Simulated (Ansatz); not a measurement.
Calculation: frozen-core CCSD(T)/def2-TZVPP // PBE0-D4/def2-TZVP (Ansatz, a program for electronic structure).

Ansatz 0.2 input:
```yaml
crystal:
  periodic: [false, false, false]
  atoms:
    - { symbol: C, position_ang: [0.858206, -0.060251, 0.031424] }
    - { symbol: C, position_ang: [-0.613497, 0.054853, -0.056196] }
    - { symbol: H, position_ang: [1.343977, -1.024349, -0.050039] }
    - { symbol: H, position_ang: [1.473383, 0.791106, 0.291435] }
    - { symbol: H, position_ang: [-1.025621, -0.588733, -0.839601] }
    - { symbol: H, position_ang: [-1.104633, -0.252407, 0.879794] }
    - { symbol: H, position_ang: [-0.931563, 1.080226, -0.25639] }
basis:
  gaussian: { orbitals: def2-TZVPP }
correlation:
  method: ccsd_t
magnetization:
  spin_polarized: true
  initial_magnetization: 1
```

Output:

```
Functional definition: HF
754 factors; integrals over basis functions are off by at most 1.0e-3 eV
mean field evaluation 1: about -2137.7083 eV, gradient 1.8e1 eV
mean field evaluation 2: about -2137.7107 eV, gradient 1.8e1 eV
mean field evaluation 4: about -2139.5808 eV, gradient 2.0e0 eV
mean field evaluation 8: about -2139.6291 eV, gradient 1.2e-3 eV
mean field evaluation 16: about -2139.6265 eV, gradient 2.3e-1 eV
mean field -2139.62913306 eV, -78.6299203473 hartree, gradient 2.3e-6 eV, S^2 0.763465; 0 other end points of the search recorded, 0 dependent functions left out
2 core orbitals not correlated
reference -2139.62913306 eV, -78.6299203473 hartree; 7, 6 occupied and 123, 124 virtual orbitals, 754 factors
second order -8.97177641 eV of doubles, -0.00000000 eV of singles
cycle   1  -9.56922111 eV  change   -6.0e-1 eV  update   5.7e-2
cycle   2  -9.81448518 eV  change   -2.5e-1 eV  update   1.9e-2
cycle   3  -9.84695234 eV  change   -3.2e-2 eV  update   7.6e-3
cycle   4  -9.84599543 eV  change    9.6e-4 eV  update   2.8e-3
cycle   5  -9.84627496 eV  change   -2.8e-4 eV  update   1.0e-3
cycle   6  -9.84629779 eV  change   -2.3e-5 eV  update   3.0e-4
cycle   7  -9.84633719 eV  change   -3.9e-5 eV  update   1.1e-4
cycle   8  -9.84633753 eV  change   -3.3e-7 eV  update   3.5e-5
cycle   9  -9.84633013 eV  change    7.4e-6 eV  update   1.2e-5
perturbative correction -0.32471403 eV, -0.0119330207 hartree
Total energy: -2149.80017723 eV, -79.0036993263 hartree
```

Cost: about 40 core-seconds (a rough figure).
